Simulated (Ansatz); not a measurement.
Working through a test of scalar relativity of ClNa (charge -1)

Program: Ansatz 0.2.0 through its Python package.

The script reads `clna.xyz`:
```text
2

Na    0.00000    0.00000    0.00000
Cl    0.00000    0.00000    2.64500
```

The cells in order, each with its output:

**Cell 1**
```python
import ansatz
import numpy as np
```

**Cell 2**
```python
molecule = ansatz.Crystal.molecule_from_extxyz("clna.xyz")
```

**Cell 3**
```python
setup = molecule.calculation()
setup = setup.functional("b3lyp").charge(-1)
setup = setup.spin("collinear", total=1).forces()
# a set contracted for a scalar-relativistic Hamiltonian goes with the relativistic run
sets = {"none": "cc-pVTZ", "scalar": "cc-pVTZ-DK"}
found = {kind: setup.basis(gaussian=basis).pseudopotentials(relativity=kind).run(threads=1).report for kind, basis in sets.items()}
for kind, each in found.items():
    dipole = 4.803205 * np.linalg.norm(each["charge_distribution"]["dipole_moment_e_ang"])
    print(f"{kind:7s} E = {each['free_energy_ev']:.4f} eV  dipole {dipole:.3f} D  largest force component {np.abs(each['forces_ev_ang']).max():.4f} eV/A")
print(f"relativity lowers the total energy by {found['none']['free_energy_ev'] - found['scalar']['free_energy_ev']:.3f} eV")
```
Output:
```text
none    E = -16943.0529 eV  dipole 3.189 D  largest force component 0.3161 eV/A
scalar  E = -16987.4435 eV  dipole 3.172 D  largest force component 0.3164 eV/A
relativity lowers the total energy by 44.391 eV
```

Reading the output:
- Total energies depend on the basis set; only differences at equal settings carry meaning.
- The geometry is a force-field or estimated start, not a minimum of this method. The basis set changes with the Hamiltonian (a set recontracted for scalar relativity), and most of the change in the total lies in the cores.
- The run takes the species as open-shell (spin multiplicity 2), which needn't be its ground state.
- An ion's dipole depends on the origin; the program takes it about the centre of nuclear charge.
- b3lyp holds the VWN-RPA fit, as in Gaussian; the form of ORCA and Turbomole is b3lyp5.
- The spin state was assumed, and another may lie lower.
- Anions want diffuse functions, which this basis lacks.
- Finished in 7.5 s on 1 thread of Arm Neoverse V1, on a shared host, peak memory 0.21 GiB.
